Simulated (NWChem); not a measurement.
The numbers come from NWChem runs, not from measurements. System: trifluoromethane (CHF3), charge 0, spin multiplicity 1, at a geometry optimised with B3LYP/def2-SVP. Level: RHF/def2-TZVPD.

Input file:

```
start mol
memory heap 200 mb stack 900 mb global 1100 mb
geometry units angstroms nocenter noautoz
  F     -0.634262    -0.078104     1.084545
  C      0.026316     0.333875     0.000000
  F     -0.634262    -0.078104    -1.084545
  F      1.238419    -0.225718     0.000000
  H      0.113042     1.434092     0.000000
  symmetry group Cs
end
basis spherical
  * library def2-tzvpd
end
scf
  rhf
  nopen 0
  maxiter 100
  thresh 1e-7
  semidirect memsize 60000000 filesize 0
end
task scf energy
```

NWChem printed:

```
             Northwest Computational Chemistry Package (NWChem) 7.3.0
             --------------------------------------------------------

                                NWChem Input Module
                                -------------------

 Scaling coordinates for geometry "geometry" by  1.889725989
 (inverse scale =  0.529177249)

 Turning off AUTOSYM since
 SYMMETRY directive was detected!

                             Geometry "geometry" -> ""
                             -------------------------

 Output coordinates in angstroms (scale by  1.889725989 to convert to a.u.)

  No.       Tag          Charge          X              Y              Z
 ---- ---------------- ---------- -------------- -------------- --------------
    1 F                    9.0000    -0.63426200    -0.07810400     1.08454500
    2 C                    6.0000     0.02631600     0.33387500     0.00000000
    3 F                    9.0000    -0.63426200    -0.07810400    -1.08454500
    4 F                    9.0000     1.23841900    -0.22571800     0.00000000
    5 H                    1.0000     0.11304200     1.43409200     0.00000000

 Effective nuclear repulsion energy (a.u.)     133.4975199286

            Nuclear Dipole moment (a.u.)
            ----------------------------
        X                 Y               Z
 ---------------- ---------------- ----------------
    -0.0000132281     0.0000151178     0.0000000000

      Symmetry information
      --------------------

 Group name             Cs
 Group number              2
 Group order               2
 No. of unique centers     4

      Symmetry unique atoms

     1    2    4    5


 Summary of "ao basis" -> "" (spherical)
 ------------------------------------------------------------------------------
       Tag                 Description            Shells   Functions and Types
 ---------------- ------------------------------  ------  ---------------------
 *                         def2-tzvpd                 on all atoms

 Summary of "ao basis" -> "ao basis" (spherical)
 ------------------------------------------------------------------------------
       Tag                 Description            Shells   Functions and Types
 ---------------- ------------------------------  ------  ---------------------
 F                         def2-tzvpd               14       40   6s4p3d1f
 C                         def2-tzvpd               13       37   6s3p3d1f
 H                         def2-tzvpd                5        9   3s2p

                                 NWChem SCF Module
                                 -----------------

  ao basis        = "ao basis"
  functions       =   166
  atoms           =     5
  closed shells   =    17
  open shells     =     0
  charge          =   0.00
  wavefunction    = RHF
  use symmetry    = T
  symmetry adapt  = T

 Summary of "ao basis" -> "ao basis" (spherical)
 ------------------------------------------------------------------------------
       Tag                 Description            Shells   Functions and Types
 ---------------- ------------------------------  ------  ---------------------
 F                         def2-tzvpd               14       40   6s4p3d1f
 C                         def2-tzvpd               13       37   6s3p3d1f
 H                         def2-tzvpd                5        9   3s2p

      Symmetry analysis of basis
      --------------------------

        a'         99
        a"         67

 Forming initial guess at       0.1s

      Superposition of Atomic Density Guess
      -------------------------------------

 Sum of atomic energies:        -336.42591908

      Non-variational initial energy
      ------------------------------

 Total energy =    -337.497580
 1-e energy   =    -734.192019
 2-e energy   =     263.196920
 HOMO         =      -0.464694
 LUMO         =       0.067125

      Symmetry analysis of molecular orbitals - initial
      -------------------------------------------------

  Numbering of irreducible representations:

     1 a'          2 a"

  Orbital symmetries:

     1 a'          2 a"          3 a'          4 a'          5 a'
     6 a"          7 a'          8 a'          9 a'         10 a'
    11 a"         12 a"         13 a'         14 a"         15 a'
    16 a"         17 a'         18 a'         19 a'         20 a"
    21 a'         22 a'         23 a"         24 a"         25 a'
    26 a'         27 a"

 Starting SCF solution at       2.1s

 ----------------------------------------------
         Quadratically convergent ROHF

 Convergence threshold     :          1.000E-07
 Maximum no. of iterations :          100
 Final Fock-matrix accuracy:          1.000E-09
 ----------------------------------------------

              iter       energy          gnorm     gmax       time
             ----- ------------------- --------- --------- --------
                 1     -336.8099767737  1.54D+00  2.80D-01      2.7
                 2     -336.9179275701  3.20D-01  6.19D-02      3.8
                 3     -336.9256429903  2.39D-02  6.78D-03      5.4
                 4     -336.9256992196  1.52D-04  3.78D-05      8.1
                 5     -336.9256992220  7.20D-09  1.12D-09     12.4

       Final RHF  results
       ------------------

         Total SCF energy =   -336.925699221994
      One-electron energy =   -734.682882188510
      Two-electron energy =    264.259663037913
 Nuclear repulsion energy =    133.497519928602

        Time for solution =     10.3s

       Symmetry analysis of molecular orbitals - final
       -----------------------------------------------

  Numbering of irreducible representations:

     1 a'          2 a"

  Orbital symmetries:

     1 a"          2 a'          3 a'          4 a'          5 a'
     6 a"          7 a'          8 a'          9 a'         10 a"
    11 a'         12 a"         13 a'         14 a"         15 a'
    16 a"         17 a'         18 a'         19 a'         20 a"
    21 a'         22 a'         23 a"         24 a"         25 a'
    26 a'         27 a'

             Final eigenvalues
             -----------------

              1
    1  -26.3442
    2  -26.3442
    3  -26.3442
    4  -11.5099
    5   -1.7356
    6   -1.6417
    7   -1.6417
    8   -0.9904
    9   -0.8476
   10   -0.8282
   11   -0.8282
   12   -0.7147
   13   -0.7147
   14   -0.6723
   15   -0.6723
   16   -0.6562
   17   -0.5957
   18    0.0679
   19    0.1019
   20    0.1034
   21    0.1034
   22    0.1568
   23    0.1568
   24    0.1603
   25    0.1603
   26    0.1674
   27    0.2346

                       ROHF Final Molecular Orbital Analysis
                       -------------------------------------

 Vector   15  Occ=2.000000D+00  E=-6.723175D-01  Symmetry=a'
              MO Center=  2.4D-01, -1.1D-01, -2.5D-10, r^2= 2.0D+00
   Bfn.  Coefficient  Atom+Function         Bfn.  Coefficient  Atom+Function
  ----- ------------  ---------------      ----- ------------  ---------------
   124      0.289889  4 F  px               127      0.258383  4 F  px
     7      0.227221  1 F  px                84      0.227221  3 F  px
    10      0.200211  1 F  px                87      0.200211  3 F  px
   125      0.191855  4 F  py               128      0.166250  4 F  py

 Vector   16  Occ=2.000000D+00  E=-6.561876D-01  Symmetry=a"
              MO Center= -9.3D-03, -1.2D-01, -2.8D-15, r^2= 2.0D+00
   Bfn.  Coefficient  Atom+Function         Bfn.  Coefficient  Atom+Function
  ----- ------------  ---------------      ----- ------------  ---------------
   126      0.300376  4 F  pz               129      0.264081  4 F  pz
     7     -0.259323  1 F  px                84      0.259323  3 F  px
    10     -0.227989  1 F  px                87      0.227989  3 F  px
   132      0.166947  4 F  pz                 9     -0.150181  1 F  pz
    86     -0.150181  3 F  pz

 Vector   17  Occ=2.000000D+00  E=-5.957297D-01  Symmetry=a'
              MO Center=  3.3D-02,  4.2D-01, -9.5D-16, r^2= 1.8D+00
   Bfn.  Coefficient  Atom+Function         Bfn.  Coefficient  Atom+Function
  ----- ------------  ---------------      ----- ------------  ---------------
   159     -0.239861  5 H  s                125      0.224747  4 F  py
     8      0.221255  1 F  py                85      0.221255  3 F  py
    48     -0.218874  2 C  py               128      0.198956  4 F  py
    11      0.195493  1 F  py                88      0.195493  3 F  py
    45     -0.168357  2 C  s                 51     -0.163236  2 C  py

 Vector   18  Occ=0.000000D+00  E= 6.790451D-02  Symmetry=a'
              MO Center=  6.9D-02,  8.7D-01, -5.4D-15, r^2= 1.2D+01
   Bfn.  Coefficient  Atom+Function         Bfn.  Coefficient  Atom+Function
  ----- ------------  ---------------      ----- ------------  ---------------
    45      5.560682  2 C  s                 46      3.834648  2 C  s
   160     -2.524412  5 H  s                  6     -2.216979  1 F  s
    83     -2.216979  3 F  s                123     -2.216964  4 F  s
   165      0.680839  5 H  py               133      0.623409  4 F  px
    18      0.549646  1 F  pz                95     -0.549646  3 F  pz

 Vector   19  Occ=0.000000D+00  E= 1.018773D-01  Symmetry=a'
              MO Center= -2.9D-03, -3.6D-02, -2.5D-15, r^2= 1.2D+01
   Bfn.  Coefficient  Atom+Function         Bfn.  Coefficient  Atom+Function
  ----- ------------  ---------------      ----- ------------  ---------------
   160      8.312681  5 H  s                 45     -3.600852  2 C  s
    54     -3.564586  2 C  py               165     -2.062767  5 H  py
     6     -1.815942  1 F  s                 83     -1.815942  3 F  s
   123     -1.815601  4 F  s                 46      1.307271  2 C  s
    70      1.168612  2 C  d  2              44      0.826621  2 C  s

 Vector   20  Occ=0.000000D+00  E= 1.034000D-01  Symmetry=a"
              MO Center= -6.6D-01,  1.6D-02, -1.3D-15, r^2= 1.3D+01
   Bfn.  Coefficient  Atom+Function         Bfn.  Coefficient  Atom+Function
  ----- ------------  ---------------      ----- ------------  ---------------
     6      3.425550  1 F  s                 83     -3.425550  3 F  s
    18     -1.480510  1 F  pz                95     -1.480510  3 F  pz
    55     -1.109078  2 C  pz               135     -0.619130  4 F  pz
    16      0.501462  1 F  px                93     -0.501462  3 F  px
    69     -0.493973  2 C  d  1             166     -0.436709  5 H  pz

 center of mass
 --------------
 x =  -0.00383944 y =  -0.04870340 z =   0.00000000

 moments of inertia (a.u.)
 ------------------
         175.899525284156          11.296123592635           0.000000000000
          11.296123592635         318.315169722800           0.000000000000
           0.000000000000           0.000000000000         175.009579152154

  Mulliken analysis of the total density
  --------------------------------------

    Atom       Charge   Shell Charges
 -----------   ------   -------------------------------------------------------
    1 F    9     9.25   0.77  1.20  0.60  1.01  0.34  0.02  2.24  2.27  0.78  0.02  0.00  0.02 -0.01  0.00
    2 C    6     5.35   0.85  1.13  0.50  0.59 -0.00  0.01  1.07  0.96 -0.14  0.08  0.25  0.02  0.04
    3 F    9     9.25   0.77  1.20  0.60  1.01  0.34  0.02  2.24  2.27  0.78  0.02  0.00  0.02 -0.01  0.00
    4 F    9     9.25   0.77  1.20  0.60  1.01  0.34  0.02  2.24  2.27  0.78  0.02  0.00  0.02 -0.01  0.00
    5 H    1     0.90   0.27  0.48  0.11  0.02  0.02

       Multipole analysis of the density wrt the origin
       ------------------------------------------------

     L   x y z        total         open         nuclear
     -   - - -        -----         ----         -------
     0   0 0 0     -0.000000      0.000000     34.000000

     1   1 0 0      0.055854      0.000000     -0.000013
     1   0 1 0      0.708679      0.000000      0.000015
     1   0 0 1      0.000000      0.000000      0.000000

     2   2 0 0    -16.602990      0.000000     75.211105
     2   1 1 0      0.239057      0.000000     -5.032629
     2   1 0 1      0.000000      0.000000      0.000000
     2   0 2 0    -13.589082      0.000000     11.762360
     2   0 1 1      0.000000      0.000000      0.000000
     2   0 0 2    -16.621814      0.000000     75.607579

 Task  times  cpu:       12.4s     wall:       12.4s

 Total times  cpu:       12.5s     wall:       12.5s
```
